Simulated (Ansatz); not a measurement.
# Scan of [Cl···H···O], triplet

Starting geometry:

```xyz
3

Cl    0.0000    0.0000   -1.3886
H     0.0000    0.0000   -0.1098
O     0.0000    0.0000    1.4984
```

From there H2 is moved from one fragment to the other while all else, the fragments' distance too, stays fixed, so the hump isn't the reaction's barrier; atoms are numbered as listed. Energies are in kJ/mol, counted from the starting geometry at the same level.

Basis cc-pVTZ; Ansatz 0.2.0. Correlated methods freeze the noble-gas cores. R marks a restricted (for open shells ROHF) determinant, U an unrestricted one.

Coupled cluster chose its determinant by trial CCSD, here up to 0.27 eV above the lowest Hartree–Fock solution of its kind. The reference follows the lowest state, whose symmetry changes along the scan.

Full CI isn't at hand for all of this; UCCSDT(Q) serves as the reference, and is uncertain by about the last step of the cluster series.

```
distance Cl1-H2 (Å)  UCCSD
              1.279    0.0
              1.367   12.4
              1.544   69.8
              1.720   59.5
              1.897   11.2
```

Estimate the UCCSDT(Q) curve in cc-pVTZ from this one, knowing how UCCSD errs.

The computed UCCSDT(Q) values, in kJ/mol from the starting point, and the error of UCCSD against them:
| distance Cl1-H2 (Å) | UCCSDT(Q) | UCCSD less UCCSDT(Q) |
| --- | --- | --- |
| 1.279 | 0.0 | 0.0 |
| 1.367 | 11.1 | 1.4 |
| 1.544 | 62.0 | 7.7 |
| 1.720 | 52.1 | 7.4 |
| 1.897 | 9.9 | 1.3 |

The error spans 7.7 kJ/mol and is largest, 7.7 kJ/mol, at 1.544 Å.
